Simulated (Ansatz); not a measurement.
We consider rock-salt ZrC, described by PBE in Ansatz (plane waves, PAW).

Settings: plane-wave cutoff 520 eV, 20×20×20 k mesh, Fermi–Dirac smearing 0.05 eV, scalar-relativistic PAW data made under PBE.

Computed at the level's own relaxed cell.

### Question
What does this level give for the equilibrium volume per atom, bulk modulus, equilibrium lattice constant a and pressure derivative B′ of the bulk modulus?

### Answer

- equilibrium volume per atom = 13.05 Å³/atom
- bulk modulus = 222 GPa
- equilibrium lattice constant a = 4.709 Å
- pressure derivative B′ of the bulk modulus = 4.0

The run finds no gap.

Measured, for comparison: equilibrium volume per atom 12.95 Å³/atom, lattice constant a 4.696 Å (temperature not stated, not corrected to a static lattice; as tabulated in Zhang et al. (2018), doi:10.1088/1367-2630/aac7f0); bulk modulus 223 GPa (temperature not stated, not corrected to a static lattice, from single-crystal elastic constants, our sources range from 208 to 223; as tabulated in arXiv:1102.4063). Computed (rounded) less measured: equilibrium volume per atom +0.8 %, bulk modulus -0.4 % (inside the range of the sources held), lattice constant a +0.3 %.

Ansatz is an electronic-structure program.
